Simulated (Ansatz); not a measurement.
Relaxation of BH$_{3}$O (5 atoms, charge 0, multiplicity 1), to a largest force component of 0.03 eV/Å in at most 50 steps.

The calculation used RKS revPBE-D4/def2-SVPD in Ansatz 0.2.0.

```xyz
5
Properties=species:S:1:pos:R:3
B 0.375 -0.013 0.060
O 0.583 -0.119 1.427
H -0.249 -0.213 1.922
H 1.349 0.107 -0.631
H -0.760 -0.043 -0.382
```

Q: Where does it end, and by what steps?

A: The run converged. After 3 steps the energy has fallen by 0.010 eV; O2 moved furthest, 0.01 Å.

```tsv
step	energy less start (eV)	largest force component (eV/Å)	accepted
0	0.0000	0.902	yes
1	-0.0082	0.406	yes
2	-0.0102	0.038	yes
3	-0.0103	0.023	yes
```

```xyz
5
Properties=species:S:1:pos:R:3
B 0.369 -0.014 0.070
O 0.580 -0.118 1.414
H -0.245 -0.213 1.921
H 1.356 0.107 -0.627
H -0.763 -0.043 -0.382
```

Whether the end is a true minimum wasn't checked by a vibrational analysis.

Time of the run: 4.4 s on 1 thread of Arm Neoverse V2, on a shared host, peak memory 0.11 GiB.
